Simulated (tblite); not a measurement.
Species: C4H7O (doublet state).
Atom-mapped SMILES: `[OH:1][CH:2][CH:3]1[CH2:4][CH2:5]1` (hydrogens: H6 on O1; H7 on C2; H8 on C3; H9, H10 on C4; H11, H12 on C5)

Computed with GFN2-xTB (tblite), gas phase: L-BFGS steps from a force-field or distance-geometry start until the largest atomic force falls under 0.01 eV/Å.

Step 0: E = -437.5420 eV
```
atom  x, y, z in Å  |  force x, y, z in eV/Å
O1      1.8511   -0.5714   -0.6917   -0.732   0.807  -0.497
C2      1.3052   -0.5885    0.5662   -0.618  -0.894   0.305
C3     -0.0496   -0.0273    0.7322    0.125   0.026   0.514
C4     -0.5675    1.1121   -0.1165   -0.802   0.316   1.357
C5     -1.0114   -0.2962   -0.4161   -0.845  -0.086   0.207
H6      1.2762    0.0195   -1.2580    0.978  -0.685   0.619
H7      1.3989   -1.5954    1.0314    0.393   0.862  -0.137
H8     -0.4728   -0.0449    1.7611    0.517  -0.351  -0.842
H9      0.1834    1.6368   -0.6909   -0.422  -0.006  -0.340
H10    -1.3019    1.7777    0.4306    0.980  -0.683  -0.939
H11    -0.6061   -0.7581   -1.3332   -0.518   0.069   0.727
H12    -2.0043   -0.6650   -0.0412    0.945   0.625  -0.975
```

Step 1: E = -437.6868 eV
```
atom  x, y, z in Å  |  force x, y, z in eV/Å
O1      1.8406   -0.5599   -0.6988    0.035  -0.103   0.463
C2      1.2964   -0.6012    0.5706   -0.546  -0.161  -0.305
C3     -0.0478   -0.0270    0.7395    0.000   0.002  -0.024
C4     -0.5790    1.1166   -0.0971    0.232  -0.304   0.378
C5     -1.0235   -0.2974   -0.4131   -0.008   0.429   0.239
H6      1.2901    0.0097   -1.2492    0.179   0.099  -0.025
H7      1.4045   -1.5830    1.0294    0.430   0.318   0.072
H8     -0.4654   -0.0499    1.7491    0.292  -0.370  -0.299
H9      0.1774    1.6367   -0.6957   -0.683  -0.193  -0.084
H10    -1.2879    1.7679    0.4172    0.302  -0.124  -0.364
H11    -0.6135   -0.7571   -1.3228   -0.450   0.063   0.584
H12    -1.9908   -0.6561   -0.0552    0.217   0.343  -0.635
```

Step 2: E = -437.7502 eV
```
atom  x, y, z in Å  |  force x, y, z in eV/Å
O1      1.8381   -0.5584   -0.6920    0.251  -0.230   0.333
C2      1.2832   -0.6082    0.5660   -0.333   0.060  -0.231
C3     -0.0473   -0.0268    0.7413    0.009  -0.108  -0.128
C4     -0.5780    1.1121   -0.0840    0.504  -0.215  -0.104
C5     -1.0273   -0.2895   -0.4076    0.239   0.369   0.065
H6      1.2978    0.0086   -1.2470    0.044   0.221  -0.133
H7      1.4145   -1.5732    1.0302    0.404   0.056   0.200
H8     -0.4576   -0.0586    1.7397    0.123  -0.362   0.092
H9      0.1624    1.6330   -0.6988   -0.562  -0.184  -0.090
H10    -1.2778    1.7626    0.4061   -0.072   0.180  -0.014
H11    -0.6244   -0.7555   -1.3085   -0.301   0.027   0.362
H12    -1.9825   -0.6468   -0.0716   -0.305   0.187  -0.352
```

Q: Estimate the geometry and energy of step 3. (The exact step hangs on the optimiser's Hessian estimate; all steps are aligned on step 2, rigid shifts and turns removed.)

A: E = -437.7939 eV, largest force 0.580 eV/Å
```
atom  x, y, z in Å  |  force x, y, z in eV/Å
O1      1.8399   -0.5597   -0.6836    0.243  -0.125   0.023
C2      1.2670   -0.6136    0.5600    0.089  -0.012  -0.072
C3     -0.0463   -0.0293    0.7412   -0.064  -0.154  -0.038
C4     -0.5689    1.1066   -0.0752    0.213   0.097  -0.159
C5     -1.0268   -0.2778   -0.4029    0.019   0.111   0.014
H6      1.3065    0.0105   -1.2465    0.104   0.148  -0.078
H7      1.4302   -1.5640    1.0348    0.346  -0.036   0.264
H8     -0.4491   -0.0725    1.7344    0.003  -0.324   0.323
H9      0.1408    1.6269   -0.7038   -0.185  -0.028  -0.267
H10    -1.2712    1.7618    0.3971   -0.164   0.241   0.141
H11    -0.6385   -0.7540   -1.2906   -0.069  -0.074   0.004
H12    -1.9825   -0.6357   -0.0911   -0.536   0.158  -0.156
```

The energy changes by -0.0437 eV. The first-order estimate −F·Δx gives -0.0669 eV and the mean of the old and new forces, exact on a quadratic surface, -0.0437 eV. The step makes an angle of 37° with the force vector and moves no atom by more than 0.023 Å.

What follows is the cost of the whole relaxation. Hardware: Arm Neoverse V1, one thread, shared host with 32 logical CPUs at a one-minute load of 24. Cost: 0.23 s.
